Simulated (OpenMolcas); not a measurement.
# CH3BO (Borane carbonyl): PBE0/def2-SVP

Aim: the vertical singlet–triplet gap of CH3BO (Borane carbonyl) at PBE0/def2-SVP, from 2 runs. 

Program for the calculation: OpenMolcas 26.06.

## (1) Starting point

CH3BO has 6 atoms, charge 0, and is taken as a singlet. As SMILES, `[BH3-]C#[O+]`. Geometry: relaxed at GFN2-xTB.

Bond lengths: B1–C2 1.473 Å, C2–O3 1.142 Å, B1–H4 1.186 Å, B1–H5 1.187 Å, B1–H6 1.188 Å. Angles: B1–C2–O3 178.8°, C2–B1–H4 107.2°, C2–B1–H5 106.3°, C2–B1–H6 105.3°, H4–B1–H5 112.5°, H4–B1–H6 112.5°, H5–B1–H6 112.4°.

## (2) The energy at PBE0/def2-SVP

File job.inp:

```
* CH3BO Kohn-Sham DFT
>>> EXPORT MOLCAS_PRINT=2

&GATEWAY
  BasLib
  $CurrDir
  Coord
  6
  bohr
  B     -0.50610645     0.74744337    -0.36466045
  C      0.91111255    -1.41570722     0.66437101
  O      2.04288843    -3.06368069     1.47842723
  H     -2.68569767     0.28574549    -0.12317235
  H      0.09966416     0.93193734    -2.51634041
  H      0.13812008     2.51424281     0.86137496
  Basis
  def2-SVP
  Group
  NoSym

&SEWARD
  GridInput
  Grid=Fine
  End of Grid

&SCF
  KSDFT
  PBE0
  PrOrbitals
  0
```

The basis set def2-SVP is read from a file made from the Basis Set Exchange's data (not shown).

The run is started by

```console
$ export MOLCAS_MEM=1860
$ pymolcas job.inp > job.log
```

The program printed:

```text
--- Start Module: gateway ---
[...]
--- Stop Module: gateway /rc=_RC_ALL_IS_WELL_ ---
--- Start Module: seward ---
[...]
      Basis functions           57
--- Stop Module: seward /rc=_RC_ALL_IS_WELL_ ---
--- Start Module: scf ---
[...]
       Convergence after  12 Iterations
[...]
::    Total KS-DFT energy                            -139.6889757962
[...]
      Total spin, S                                     0.0000000000
[...]
      Total electronic charge=   22.000000
      Total            charge=   -0.000000
[...]
      Dipole Moment (debye):
      Origin of the operator (angstrom)=    0.4479   -0.6799    0.3250
                   X=  6.4046E-01               Y= -1.0003E+00               Z=  4.6740E-01           Total=  1.2764E+00
      Quadrupole Moment (debye*angstrom):
[...]
--- Stop Module: scf /rc=_RC_ALL_IS_WELL_ ---
[...]
```

Run time: 4.5 s. Hardware: 1 thread of Intel Xeon Platinum 8488C (Sapphire Rapids), shared host; peak memory 0.39 GiB.

## (3) The triplet at the same level

File job.input:

```
>>> EXPORT MOLCAS_PRINT=2

&GATEWAY
 BasLib=$CurrDir
 Coord
 6
 bohr
 B     -0.50610645     0.74744337    -0.36466045
 C      0.91111255    -1.41570722     0.66437101
 O      2.04288843    -3.06368069     1.47842723
 H     -2.68569767     0.28574549    -0.12317235
 H      0.09966416     0.93193734    -2.51634041
 H      0.13812008     2.51424281     0.86137496
 Basis=def2-SVP
 Group=NoSym

&SEWARD
 GridInput
 Grid=Fine
 End of Grid

&SCF
 UHF
 Spin=3
 KSDFT=PBE0
 PrOrbitals=0
```

The basis set def2-SVP is read from a file made from the Basis Set Exchange's data (not shown).

The run is started by

```console
$ export MOLCAS_MEM=1860
$ pymolcas job.input > job.log
```

The program printed:

```text
--- Start Module: gateway ---
[...]
--- Stop Module: gateway /rc=_RC_ALL_IS_WELL_ ---
--- Start Module: seward ---
[...]
      Basis functions           57
--- Stop Module: seward /rc=_RC_ALL_IS_WELL_ ---
--- Start Module: scf ---
[...]
       Convergence after  35 Iterations
[...]
::    Total KS-DFT energy                            -139.4632800482
[...]
      Total spin, S                                     1.0032762724
[...]
      Total electronic charge=   22.000000
      Total            charge=   -0.000000
[...]
      Dipole Moment (debye):
      Origin of the operator (angstrom)=    0.4479   -0.6799    0.3250
                   X= -1.1966E+00               Y=  9.1700E-01               Z= -8.9443E-01           Total=  1.7529E+00
      Quadrupole Moment (debye*angstrom):
[...]
--- Stop Module: scf /rc=_RC_ALL_IS_WELL_ ---
[...]
```

Wall time 12 s (1 thread of Intel Xeon Platinum 8488C (Sapphire Rapids), shared host); peak memory 0.39 GiB.

## (4) Results

At PBE0/def2-SVP:

| quantity | value |
| --- | --- |
| singlet: total energy | -139.68898 Eh |
| singlet: dipole moment | 1.28 D |
| singlet: HOMO energy | -9.57 eV |
| singlet: LUMO energy | -1.39 eV |
| singlet: HOMO–LUMO gap | 8.18 eV |
| triplet: total energy | -139.46328 Eh |
| triplet: dipole moment | 1.75 D |
| triplet: HOMO energy (highest over α and β) | -3.44 eV |
| triplet: ⟨S²⟩ | 2.010 |
| vertical energy of the triplet above the singlet | 6.141 eV |

What this shows: At this shape the triplet lies 6.14 eV (142 kcal/mol) above the singlet.
